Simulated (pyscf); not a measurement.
`[OH][SiH2][PH2]` + `[H][H]` → `[PH3]` + `[OH][SiH3]` (four-centre exchange; singlet surface; P–Si, H–H broken, H–P, H–Si formed). Structures and frequencies: ωB97X-D3(BJ)/def2-SVP in PySCF. Energies in kcal/mol from the separated reactants.

```tsv
level	barrier	reaction energy
ωB97X-D3(BJ)/def2-TZVP	(withheld)	(withheld)
r²SCAN/def2-TZVP	52.7	+1.9
PBE0-D3(BJ)/def2-TZVP	(withheld)	+1.9
M06-2X/def2-TZVP	60.1	+0.7
ωB97M-D3(BJ)/def2-TZVP	58.3	-0.5
HF/def2-TZVP	76.2	-6.8
```

Question: Some entries are withheld; supply them.

Answer: 
- ωB97X-D3(BJ)/def2-TZVP, barrier: 58.8
- ωB97X-D3(BJ)/def2-TZVP, reaction energy: +3.3
- PBE0-D3(BJ)/def2-TZVP, barrier: 52.3

The functionals in the table span 7.8 kcal/mol in this barrier, from PBE0-D3(BJ) to M06-2X. On the product side the descent ends in a complex, 4.2 kcal/mol under the separated species and 59.7 kcal/mol under the saddle at ωB97X-D3(BJ)/def2-TZVP. The same reactants have a lower exit, to H₃Si–PH₂ + H₂O (barrier +50.5 kcal/mol at ωB97M-D3(BJ)/def2-TZVP, against +58.3 kcal/mol here). This is the saddle that the search found; another between the same sides may lie lower.
